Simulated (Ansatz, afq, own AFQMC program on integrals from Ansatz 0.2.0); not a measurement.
## H2O2, triplet in cc-pVTZ, levels against AFQMC with the constraint released

```xyz
4

O    -1.0764   -0.0275    0.0000
H    -1.3257    0.8991    0.0000
H     0.0846   -0.0275    0.0000
O     1.1546   -0.0275    0.0000
```

Connectivity, by distances: OH ··· O, 1 bridging H.

Basis cc-pVTZ. Noble-gas cores (and the filled d shells of Ga–Kr and In–Xe) are frozen. Ansatz 0.2.0 and our own AFQMC program on the same integrals; the CISD trial comes from CCSD amplitudes, and released means the phaseless constraint is let go. ± is one standard error of the sampling.

Determinant: UHF, the one that the program's search chose, which needn't be the lowest solution. The geometry is a point of a scan.

No full CI on the walks' own integrals is used here. The released AFQMC energy serves as the reference, which it does only where one determinant dominates, the energy is flat over the last release times and near the phaseless one (40 meV or 2 meV an electron, half that with transition metals). On small molecules, where full CI could be run and the noise was under 10 meV, such values lay within 10 meV of it in 19 cases of 20, a flattering rate, since the rule was set on those same cases; what remains of the bias isn't in the error bar.

Cautions: lower spins were not checked; the released value is read at 1.62 1/Eh with a noise of 14 meV, more than in the cases checked, later times being too noisy (meV from the phaseless value at times in 1/Eh: -25 ± 9 at 0.24, -62 ± 21 at 0.51, -48 ± 10 at 0.99, -40 ± 14 at 1.62, -173 ± 127 at 2.40).

The T1 diagnostic is 0.0240, the weight of the determinant in the CISD state is 0.881 and the ⟨S²⟩ of the determinant is 2.049. The size of the correlated space is 14 electrons in 86 orbitals.

Reference: AFQMC with the constraint released, correlation energy -12.734 ± 0.014 eV.

```
        level  E − E(reference) (meV)  share of correlation (%)
           HF          12734.3 ± 14.2                      0.00
          MP2           1153.9 ± 14.2                     90.94
         CCSD            435.5 ± 14.2                     96.58
      CCSD(T)             47.8 ± 14.2                     99.62
  ph-AFQMC/HF            147.6 ± 32.8                     98.84
ph-AFQMC/CISD             39.8 ± 16.6                     99.69
```

A walk keeps the symmetry of its determinant, which the program's search chose and which needn't be the lowest solution, so a lower state of the same spin and another symmetry isn't excluded. Released energies are given only where the last usable release times agree within the noise; a slower fall can still hide under it.
